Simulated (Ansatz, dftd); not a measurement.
Species: H$_{2}$O$_{2}$, charge 0, singlet. H2O2 (hydrogen peroxide, SMILES OO).
B3LYP-D3(BJ)/def2-TZVP minimum from Ansatz (a first-principles code):
```
O
H 1 0.9680
O 1 1.4504 2 100.54
H 3 0.9680 1 100.54 2 115.91
```

Quantity: atomisation energy (electronic, to ground-state atoms), in kJ/mol. Open shells are spin-unrestricted; no spin-orbit coupling. Cores are frozen in correlated methods. Rows without X2C or -DK are non-relativistic. CBS(X,Y): correlation extrapolated as X^-3, Hartree-Fock from the larger set (Q,5: extrapolated as (X+1)exp(-9√X)). A bracket is a step between two methods taken in the basis named. The functionals are non-relativistic, so their misses hold any scalar relativity. 'core' is core correlation in cc-pwCVTZ, 'X2C' scalar relativity in cc-pVTZ-DK, both at CCSD(T). Where a partner has so few electrons that a lower coupled-cluster level is exact, that level stands in.

Compared with CCSD(T)/CBS(cc-pVQZ,cc-pV5Z) + [CCSDT(Q) - CCSD(T)]/cc-pVTZ + [CCSDTQ - CCSDT(Q)]/cc-pVDZ + core + X2C (Ansatz): 1126.2 kJ/mol.

Costs are rough ratios of core time, to one figure, on one kind of shared machine, summed over the single points of the molecules; atoms, geometries and frequencies are left out. The first row took roughly 1 core seconds; short runs hold start-up time.

```csv
level,program,cost relative to the first row
PBE0-D3(BJ)/def2-TZVPD,Ansatz + dftd3,1
CAM-B3LYP-D4/def2-TZVPD,Ansatz + dftd4,1
r2SCAN-D3(BJ)/def2-TZVPD,Ansatz + dftd3,1
CCSD(T)/cc-pVDZ,Ansatz,2
"CCSD(T)/CBS(cc-pVTZ,cc-pVQZ)",Ansatz,30
CCSDT(Q)/cc-pVTZ,Ansatz,200
CCSDTQ/cc-pVDZ,Ansatz,400
```

### Question
Among the rows that cost no more than CCSD(T)/cc-pVDZ, which comes nearest?

### Answer
CAM-B3LYP-D4/def2-TZVPD.
```csv
level,difference (kJ/mol)
PBE0-D3(BJ)/def2-TZVPD,-30.1
CAM-B3LYP-D4/def2-TZVPD,-8.6
r2SCAN-D3(BJ)/def2-TZVPD,-11.4
CCSD(T)/cc-pVDZ,-140.8
"CCSD(T)/CBS(cc-pVTZ,cc-pVQZ)",-3.0
CCSDT(Q)/cc-pVTZ,-45.7
CCSDTQ/cc-pVDZ,-137.7
```
